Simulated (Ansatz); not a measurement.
`C=C=CCO` + H₂ → `C=C=CC` + H₂O at 700 K and 1 bar (hydrogenolysis of a C–O bond).

Computed with Ansatz on PBE0-D4/def2-TZVP structures; ΔE is electronic, products minus reactants. CCSD(T)/CBS is the MP2 limit (def2-TZVPP, def2-QZVPP) plus CCSD(T) − MP2 in def2-TZVPP, frozen cores. This one scheme is used for every species. One conformer a species, not always the lowest.

```json
{"species": "`C=C=CCO`", "CCSD(T)/CBS energy (Eh)": "-230.92015", "H − E (kJ/mol)": "306.0", "S (J/(mol·K))": "422.9"}
{"species": "H₂", "CCSD(T)/CBS energy (Eh)": "-1.17544", "H − E (kJ/mol)": "46.8", "S (J/(mol·K))": "155.3"}
{"species": "`C=C=CC`", "CCSD(T)/CBS energy (Eh)": "-155.75749", "H − E (kJ/mol)": "281.6", "S (J/(mol·K))": "381.9"}
{"species": "H₂O", "CCSD(T)/CBS energy (Eh)": "-76.37941", "H − E (kJ/mol)": "80.5", "S (J/(mol·K))": "218.4"}
```

H − E and S are ideal-gas, rigid-rotor, harmonic terms from PBE0-D4/def2-TZVP, for one conformer and one mirror image of each species. The MP2-based limit puts H₂ 0.8 mEh under its directly extrapolated value; such offsets cancel only in part. 1 Eh = 2625.50 kJ/mol, R = 8.31446 J/(mol·K).

**Question.** By hand: ΔE, ΔH, ΔS and ΔG.

**Answer.** ΔE = (-155.75749) + (-76.37941) − (-230.92015) − (-1.17544) = -0.04131 Eh = -108.5 kJ/mol. Δ(H − E) = 281.6 + 80.5 − 306.0 − 46.8 = 9.3, so ΔH = -99.2 kJ/mol. ΔS = 381.9 + 218.4 − 422.9 − 155.3 = 22.1 J/(mol·K). ΔG = -99.2 − 700 × (22.1)/1000 = -114.7 kJ/mol.

**Question.** By hand: the equilibrium constant, and the temperature at which ΔG would vanish if ΔH and ΔS stayed fixed.

**Answer.** log₁₀ K = −ΔG/(RT ln 10) = 8.6. ΔH and −TΔS have one sign here, so there is no such temperature.

ΔH outweighs TΔS. A doubt of 5 kJ/mol in ΔE shifts log₁₀ K by 0.4 here. Other conformers and mirror images would add mixing entropy, several J/(mol·K) or more a flexible species. These are equilibria of isolated gas molecules and say nothing of rates. Largest T1 diagnostic: 0.012 (customary marks: 0.02 for closed shells, 0.045 for open ones).
